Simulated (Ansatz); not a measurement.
# The cluster TiF3: structure and electronic state

What does the cluster TiF3 look like as a doublet, and where do its frontier electrons sit?

Computed with Ansatz 0.2.0, Gaussian basis. Level: UKS PBE0-D4/def2-TZVP.

Plan: relaxation at PBE0-D4/def2-TZVP; a search for the lowest solution at PBE0-D4/def2-SVP; a single point at PBE0-D4/def2-TZVP; harmonic vibrations at PBE0-D4/def2-TZVP.

### Step 1. The system as given

4 atoms, charge 0, spin multiplicity 2.

Atoms are counted from 1 here; the program's logs count them from 0.

Bond lengths: Ti1–F2 1.666 Å, Ti1–F3 1.666 Å, Ti1–F4 1.666 Å. Angles: F2–Ti1–F3 120.0°, F2–Ti1–F4 120.2°, F3–Ti1–F4 119.8°.

Geometry (Å):

```xyz
4
charge 0, multiplicity 2
Ti    0.0003    0.0004   -0.0013
F     0.4318   -0.8313   -1.3789
F    -1.1062   -0.6578    1.0557
F     0.6741    1.4887    0.3245
```

No spin-orbit coupling is included.

The start is a GFN1-xTB geometry.

### Step 2. Relaxation at PBE0-D4/def2-TZVP

File in.yaml:

```yaml
crystal:
  periodic: [false, false, false]
  atoms:
    - {symbol: Ti, position_ang: [0.000340, 0.000430, -0.001300]}
    - {symbol: F, position_ang: [0.431760, -0.831340, -1.378930]}
    - {symbol: F, position_ang: [-1.106180, -0.657830, 1.055740]}
    - {symbol: F, position_ang: [0.674090, 1.488740, 0.324490]}
basis:
  gaussian: {orbitals: def2-TZVP}
magnetization: {spin_polarized: true, initial_magnetization: 1}
hamiltonian: {xc: pbe0, dispersion: d4}
scf: {lower_state_search: "off"}
output: {orbitals: {seedname: orbitals}}
relax: {f_tol: 0.02, max_steps: 100}
```

On the command line:

```console
> ansatz run in.yaml --threads 2 --pin off --events-out ev --progress --plain --max-ram 4352MiB
```

Further steps of the session: Searching for the lowest solution, PBE0-D4/def2-SVP; Single point, PBE0-D4/def2-TZVP; Harmonic vibrations.

**Question.** What will the summary of the whole plan be? Wanted: point group; near neighbours of the metal; HOMO, LUMO at PBE0-D4/def2-TZVP; ⟨S²⟩; charge on the metal; spin on the metal; dipole at PBE0-D4/def2-TZVP; lowest, highest wavenumber.

**Answer**, as computed:

```
                                         quantity                     value
                                      point group                       D3h
                     near neighbours of the metal  F 1.77, F 1.77, F 1.77 Å
HOMO, LUMO at PBE0-D4/def2-TZVP (over both spins)           -7.29, -2.57 eV
                                             ⟨S²⟩                     0.752
charge on the metal (Mulliken, PBE0-D4/def2-TZVP)                   +1.45 e
                     spin on the metal (Mulliken)                      1.04
                      dipole at PBE0-D4/def2-TZVP                    0.04 D
                       lowest, highest wavenumber             105, 773 cm⁻¹
```

In words: The molecule keeps its bonding pattern by the stored test; the atoms moved 0.09 Å (rms). Of 1 unpaired electron, 1.04 sit on the metal by Mulliken's count. All wavenumbers are real: a minimum at this level. The alpha HOMO lies nearest to Ti1 87 % and the alpha LUMO to Ti1 84 %; F2 9 %. Whether this spin is the lowest isn't tested here.
